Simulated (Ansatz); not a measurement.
**Nudged elastic band run: C2HFO2**

Input file:

```yaml
crystal:
  periodic: [false, false, false]
  atoms:
    - { symbol: O, position_ang: [-0.643735, -1.94553, 0.070987] }
    - { symbol: C, position_ang: [-0.120287, -0.872689, 0.028813] }
    - { symbol: O, position_ang: [1.112417, -0.347502, -0.199526] }
    - { symbol: C, position_ang: [-0.017338, 0.583408, 0.064268] }
    - { symbol: F, position_ang: [-0.39014, 1.323874, -0.990033] }
    - { symbol: H, position_ang: [0.101283, 1.194339, 0.979392] }
basis:
  gaussian: { orbitals: def2-SVP }
hamiltonian:
  xc: pbe
  dispersion: d4
neb:
  order_check: false
  images: 5
  f_tol: 0.05
  max_iterations: 60
  final_atoms:
    - { symbol: O, position_ang: [-0.85388752, -2.14708049, -0.04951467] }
    - { symbol: C, position_ang: [-0.45727212, -1.03841064, -0.16389948] }
    - { symbol: O, position_ang: [1.09947856, 0.635125, 0.40658241] }
    - { symbol: C, position_ang: [-0.00767194, 0.21660379, -0.25146] }
    - { symbol: F, position_ang: [-0.56450198, 1.07172692, -1.14926676] }
    - { symbol: H, position_ang: [0.826055, 1.19793543, 1.16145949] }
  initial_path:
    images:
      - { positions_ang: [[-0.643735, -1.94553, 0.070987], [-0.120287, -0.872689, 0.028813], [1.112417, -0.347502, -0.199526], [-0.017338, 0.583408, 0.064268], [-0.39014, 1.323874, -0.990033], [0.101283, 1.194339, 0.979392]] }
      - { positions_ang: [[-0.6230377, -1.9306259, 0.04338891], [-0.1211959, -0.84416249, 0.0239809], [1.05789509, -0.26814269, -0.06821973], [-0.10599337, 0.5962816, 0.05160756], [-0.42283796, 1.30435634, -1.06321719], [0.25736984, 1.07819314, 0.96636056]] }
      - { positions_ang: [[-0.6023404, -1.9157218, 0.01579081], [-0.12210479, -0.81563598, 0.01914879], [1.00337318, -0.18878339, 0.06308654], [-0.19464874, 0.6091552, 0.03894711], [-0.45553592, 1.28483869, -1.13640138], [0.41345667, 0.96204728, 0.95332912]] }
      - { positions_ang: [[-0.5816431, -1.9008177, -0.01180728], [-0.12301369, -0.78710947, 0.01431669], [0.94885127, -0.10942408, 0.19439281], [-0.28330411, 0.6220288, 0.02628667], [-0.48823389, 1.26532103, -1.20958557], [0.56954351, 0.84590141, 0.94029768]] }
      - { positions_ang: [[-0.67239124, -1.9829053, -0.02437641], [-0.23443316, -0.87087653, -0.0450887], [0.99906037, 0.13875894, 0.26512267], [-0.19142672, 0.48688713, -0.06629555], [-0.51365658, 1.20078966, -1.1894793], [0.65504734, 0.96324609, 1.01401828]] }
      - { positions_ang: [[-0.76313938, -2.0649929, -0.03694554], [-0.34585264, -0.95464358, -0.10449409], [1.04926946, 0.38694197, 0.33585254], [-0.09954933, 0.35174546, -0.15887777], [-0.53907928, 1.13625829, -1.16937303], [0.74055117, 1.08059076, 1.08773889]] }
      - { positions_ang: [[-0.85388752, -2.14708049, -0.04951467], [-0.45727212, -1.03841064, -0.16389948], [1.09947856, 0.635125, 0.40658241], [-0.00767194, 0.21660379, -0.25146], [-0.56450198, 1.07172692, -1.14926676], [0.826055, 1.19793543, 1.16145949]] }
```

Launched with:

```bash
$ ansatz run input.yaml --threads 1 --pin off --max-ram 2048MiB --backend cpu --events-out ev --progress --plain --runs-dir out
```

Output, in part (warnings, iteration lines, the closing report on the highest movable image, with atoms numbered from 0):

```
NEB end point (image 0): max|allowed force component| = 1.842e-2 eV/Å (the criterion of neb.relax_end_points is 1.000e-2)
NEB end point (image 6): max|allowed force component| = 1.334e-2 eV/Å (the criterion of neb.relax_end_points is 1.000e-2)
NEB iter   1: max|band force component| = 1.224e1 eV/Å  barrier→ = 5.4726 eV  barrier← = 4.7868 eV  Δτ_max = 0.1982 Å  (205 SCF iters)
NEB iter   2: max|band force component| = 7.208e0 eV/Å  barrier→ = 5.0070 eV  barrier← = 4.3212 eV  Δτ_max = 0.1732 Å  (184 SCF iters)
NEB iter   3: max|band force component| = 7.876e0 eV/Å  barrier→ = 3.3036 eV  barrier← = 2.6179 eV  Δτ_max = 0.0772 Å  (178 SCF iters)
NEB iter   4: max|band force component| = 1.262e0 eV/Å  barrier→ = 3.0211 eV  barrier← = 2.3354 eV  Δτ_max = 0.0581 Å  (155 SCF iters)
NEB iter   5: max|band force component| = 8.099e-1 eV/Å  barrier→ = 2.8960 eV  barrier← = 2.2102 eV  Δτ_max = 0.0354 Å  (155 SCF iters)
NEB iter   6: max|band force component| = 1.594e0 eV/Å  barrier→ = 2.8663 eV  barrier← = 2.1806 eV  CI = image 3  Δτ_max = 0.0811 Å  (158 SCF iters)
NEB iter   7: max|band force component| = 2.271e0 eV/Å  barrier→ = 3.1578 eV  barrier← = 2.4720 eV  CI = image 3  Δτ_max = 0.0416 Å  (159 SCF iters)
NEB iter   8: max|band force component| = 1.277e0 eV/Å  barrier→ = 3.1904 eV  barrier← = 2.5047 eV  CI = image 3  Δτ_max = 0.0417 Å  (159 SCF iters)
NEB iter   9: max|band force component| = 1.137e0 eV/Å  barrier→ = 3.1156 eV  barrier← = 2.4299 eV  CI = image 3  Δτ_max = 0.0412 Å  (157 SCF iters)
NEB iter  10: max|band force component| = 1.754e0 eV/Å  barrier→ = 3.0112 eV  barrier← = 2.3255 eV  CI = image 3  Δτ_max = 0.0207 Å  (157 SCF iters)
NEB iter  11: max|band force component| = 1.051e0 eV/Å  barrier→ = 2.9525 eV  barrier← = 2.2668 eV  CI = image 3  Δτ_max = 0.0414 Å  (159 SCF iters)
NEB iter  12: max|band force component| = 1.057e0 eV/Å  barrier→ = 2.8384 eV  barrier← = 2.1527 eV  CI = image 3  Δτ_max = 0.0828 Å  (158 SCF iters)
NEB iter  13: max|band force component| = 8.605e-1 eV/Å  barrier→ = 2.6618 eV  barrier← = 1.9761 eV  CI = image 3  Δτ_max = 0.0832 Å  (163 SCF iters)
NEB iter  14: max|band force component| = 7.376e-1 eV/Å  barrier→ = 2.6023 eV  barrier← = 1.9165 eV  CI = image 3  Δτ_max = 0.0845 Å  (158 SCF iters)
NEB iter  15: max|band force component| = 6.875e-1 eV/Å  barrier→ = 2.5599 eV  barrier← = 1.8741 eV  CI = image 3  Δτ_max = 0.1638 Å  (162 SCF iters)
NEB iter  16: max|band force component| = 1.570e0 eV/Å  barrier→ = 2.6103 eV  barrier← = 1.9245 eV  CI = image 2  Δτ_max = 0.0837 Å  (168 SCF iters)
NEB iter  17: max|band force component| = 1.215e0 eV/Å  barrier→ = 2.6339 eV  barrier← = 1.9482 eV  CI = image 2  Δτ_max = 0.1694 Å  (164 SCF iters)
NEB iter  18: max|band force component| = 4.161e0 eV/Å  barrier→ = 2.5622 eV  barrier← = 1.8764 eV  CI = image 3  Δτ_max = 0.0836 Å  (178 SCF iters)
NEB iter  19: max|band force component| = 3.121e0 eV/Å  barrier→ = 2.4836 eV  barrier← = 1.7979 eV  CI = image 3  Δτ_max = 0.0822 Å  (173 SCF iters)
NEB iter  20: max|band force component| = 2.272e0 eV/Å  barrier→ = 2.5500 eV  barrier← = 1.8643 eV  CI = image 2  Δτ_max = 0.1628 Å  (155 SCF iters)
NEB iter  21: max|band force component| = 1.749e0 eV/Å  barrier→ = 2.5770 eV  barrier← = 1.8913 eV  CI = image 4  Δτ_max = 0.1674 Å  (166 SCF iters)
NEB iter  22: max|band force component| = 3.535e0 eV/Å  barrier→ = 2.6907 eV  barrier← = 2.0050 eV  CI = image 2  Δτ_max = 0.0831 Å  (157 SCF iters)
NEB iter  23: max|band force component| = 1.100e0 eV/Å  barrier→ = 2.4859 eV  barrier← = 1.8002 eV  CI = image 4  Δτ_max = 0.0623 Å  (173 SCF iters)
NEB iter  24: max|band force component| = 5.060e-1 eV/Å  barrier→ = 2.4615 eV  barrier← = 1.7758 eV  CI = image 4  Δτ_max = 0.0366 Å  (157 SCF iters)
NEB iter  25: max|band force component| = 2.053e-1 eV/Å  barrier→ = 2.4590 eV  barrier← = 1.7732 eV  CI = image 4  Δτ_max = 0.0474 Å  (161 SCF iters)
NEB iter  26: max|band force component| = 1.918e-1 eV/Å  barrier→ = 2.4569 eV  barrier← = 1.7712 eV  CI = image 4  Δτ_max = 0.0430 Å  (159 SCF iters)
NEB iter  27: max|band force component| = 5.703e-1 eV/Å  barrier→ = 2.4596 eV  barrier← = 1.7738 eV  CI = image 4  Δτ_max = 0.0217 Å  (161 SCF iters)
NEB iter  28: max|band force component| = 1.069e0 eV/Å  barrier→ = 2.4663 eV  barrier← = 1.7806 eV  CI = image 4  Δτ_max = 0.0108 Å  (162 SCF iters)
NEB iter  29: max|band force component| = 2.918e-1 eV/Å  barrier→ = 2.4684 eV  barrier← = 1.7826 eV  CI = image 4  Δτ_max = 0.0216 Å  (166 SCF iters)
NEB iter  30: max|band force component| = 2.299e-1 eV/Å  barrier→ = 2.4696 eV  barrier← = 1.7838 eV  CI = image 4  Δτ_max = 0.0216 Å  (163 SCF iters)
NEB iter  31: max|band force component| = 1.800e-1 eV/Å  barrier→ = 2.4684 eV  barrier← = 1.7826 eV  CI = image 4  Δτ_max = 0.0216 Å  (160 SCF iters)
NEB iter  32: max|band force component| = 2.101e-1 eV/Å  barrier→ = 2.4671 eV  barrier← = 1.7814 eV  CI = image 4  Δτ_max = 0.0108 Å  (161 SCF iters)
NEB iter  33: max|band force component| = 2.110e-1 eV/Å  barrier→ = 2.4666 eV  barrier← = 1.7808 eV  CI = image 4  Δτ_max = 0.0216 Å  (164 SCF iters)
NEB iter  34: max|band force component| = 2.139e-1 eV/Å  barrier→ = 2.4659 eV  barrier← = 1.7801 eV  CI = image 4  Δτ_max = 0.0430 Å  (162 SCF iters)
NEB iter  35: max|band force component| = 2.635e-1 eV/Å  barrier→ = 2.4657 eV  barrier← = 1.7800 eV  CI = image 4  Δτ_max = 0.0429 Å  (162 SCF iters)
NEB iter  36: max|band force component| = 1.170e0 eV/Å  barrier→ = 2.4657 eV  barrier← = 1.7800 eV  CI = image 4  Δτ_max = 0.0214 Å  (164 SCF iters)
NEB iter  37: max|band force component| = 3.613e-1 eV/Å  barrier→ = 2.4657 eV  barrier← = 1.7800 eV  CI = image 4  Δτ_max = 0.0424 Å  (147 SCF iters)
NEB iter  38: max|band force component| = 4.276e-1 eV/Å  barrier→ = 2.4657 eV  barrier← = 1.7799 eV  CI = image 4  Δτ_max = 0.0849 Å  (152 SCF iters)
NEB iter  39: max|band force component| = 4.350e-1 eV/Å  barrier→ = 2.4657 eV  barrier← = 1.7799 eV  CI = image 4  Δτ_max = 0.0846 Å  (142 SCF iters)
NEB iter  40: max|band force component| = 6.886e-1 eV/Å  barrier→ = 2.4657 eV  barrier← = 1.7799 eV  CI = image 4  Δτ_max = 0.0425 Å  (139 SCF iters)
NEB iter  41: max|band force component| = 3.506e-1 eV/Å  barrier→ = 2.4657 eV  barrier← = 1.7799 eV  CI = image 4  Δτ_max = 0.0428 Å  (135 SCF iters)
NEB iter  42: max|band force component| = 1.954e-1 eV/Å  barrier→ = 2.4657 eV  barrier← = 1.7799 eV  CI = image 4  Δτ_max = 0.0602 Å  (130 SCF iters)
NEB iter  43: max|band force component| = 3.392e-1 eV/Å  barrier→ = 2.4657 eV  barrier← = 1.7799 eV  CI = image 4  Δτ_max = 0.0184 Å  (133 SCF iters)
NEB iter  44: max|band force component| = 2.777e-1 eV/Å  barrier→ = 2.4657 eV  barrier← = 1.7799 eV  CI = image 4  Δτ_max = 0.0302 Å  (134 SCF iters)
NEB iter  45: max|band force component| = 7.015e-2 eV/Å  barrier→ = 2.4657 eV  barrier← = 1.7799 eV  CI = image 4  Δτ_max = 0.0345 Å  (134 SCF iters)
NEB iter  46: max|band force component| = 3.403e-2 eV/Å  barrier→ = 2.4657 eV  barrier← = 1.7799 eV  CI = image 4  Δτ_max = 0.0000 Å  (283 SCF iters)
Total energy: -8881.42159085 eV, -326.3862234199 hartree
Atom 0 at    -0.412462    -1.822109     0.185793 Å, force    -0.000035    -0.000069     0.000022 eV/Å
Atom 1 at    -0.226367    -0.676953    -0.070240 Å, force     0.000193     0.000047    -0.000017 eV/Å
Atom 2 at     0.995011     0.173397     0.354631 Å, force     0.000076    -0.000134     0.000049 eV/Å
Atom 3 at    -0.688753     0.649652    -0.316437 Å, force    -0.000269     0.000147    -0.000024 eV/Å
Atom 4 at    -0.539110     1.194784    -1.502094 Å, force     0.000029    -0.000014    -0.000017 eV/Å
Atom 5 at     0.913881     0.417129     1.302248 Å, force     0.000006     0.000021    -0.000014 eV/Å
Dipole moment:     0.154414     0.180335     0.190893 e Å
```

The run converged. The profile has 2 maxima (images 2, 4) with wells between them (image 3): this band takes more than one step, which may be the mechanism or a detour left from its start path. Neighbouring images differ by up to 2.1 eV, so the band resolves the path poorly. A vibrational analysis at the climbing image gives one clearly imaginary mode, 277i cm⁻¹: a first-order saddle point. The orbitals stay closed-shell, which can raise the energy where a bond breaks towards radicals; this wasn't checked here.

Final band (atoms are numbered from 1 in the order of the input):

| image | path coordinate (Å) | energy (eV) | C2–O3 (Å) | C4–H6 (Å) | O3–H6 (Å) |
| --- | --- | --- | --- | --- | --- |
| 0 | 0.00 | 0.00 | 1.36 | 1.11 | 2.19 |
| 1 | 1.04 | 2.10 | 1.31 | 1.21 | 1.53 |
| 2 | 2.09 | 2.25 | 1.35 | 2.36 | 0.98 |
| 3 | 3.13 | 2.10 | 1.34 | 2.45 | 0.98 |
| 4 | 4.18 | 2.47 | 1.55 | 2.29 | 0.98 |
| 5 | 5.00 | 1.07 | 2.16 | 1.93 | 0.98 |
| 6 | 5.82 | 0.69 | 2.36 | 1.91 | 0.98 |

Run time: 4.9 min on 1 thread of Arm Neoverse V2, on a shared host, peak memory 0.25 GiB.
